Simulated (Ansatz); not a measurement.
Input file:

```yaml
crystal:
  periodic: [false, false, false]
  atoms:
    - {symbol: N, position_ang: [-1.771345, -0.012635, -0.019666]}
    - {symbol: H, position_ang: [-2.068625, 0.955198, -0.019665]}
    - {symbol: H, position_ang: [-2.068624, -0.414934, 0.860594]}
    - {symbol: H, position_ang: [-0.495345, -0.012635, -0.019666]}
    - {symbol: Si, position_ang: [1.049655, -0.012634, -0.019666]}
basis:
  gaussian: {orbitals: cc-pVDZ}
magnetization: {spin_polarized: false, initial_magnetization: 10}
correlation: {active_space: {ras: {orbitals: [7, 10, 30], electrons: 24, max_holes: 2, max_particles: 2}, fixed_orbitals: true}}
output: {forces: true}
```

```sh
$ ansatz run in.yaml --threads 1 --pin off --events-out ev --progress --plain --max-ram 2393MiB
```

Question: What does the program do with this input?

Answer: Out of memory. The input was made wrong on purpose (far too many unpaired electrons), so the run isn't a sound calculation of what was asked.
```
452 factors; integrals over basis functions are off by at most 1.2e-3 eV
mean field evaluation 1: about -9347.3843 eV, gradient 2.7e1 eV
mean field evaluation 2: about -9347.4133 eV, gradient 2.7e1 eV
mean field evaluation 4: about -9353.1690 eV, gradient 1.6e0 eV
mean field evaluation 8: about -9353.2048 eV, gradient 9.6e-4 eV
a density is far from that of the atoms, so the factors are made again for it
490 factors; integrals over basis functions are off by at most 1.2e-3 eV
mean field evaluation 16: about -9353.2052 eV, gradient 2.2e-6 eV
mean field -9353.20520496 eV, -343.7239514520 hartree, gradient 2.2e-6 eV, S^2 30.000000; 1 other end points of the search recorded, 0 dependent functions left out
reference -9353.20520496 eV, -343.7239514520 hartree; 17, 7 occupied and 30, 40 virtual orbitals, 490 factors
Error: with vectors over 12208749 determinants and the model space of their search the run needs 2.41 GiB of the host's memory, and 2.33 GiB are given
refused for memory
```
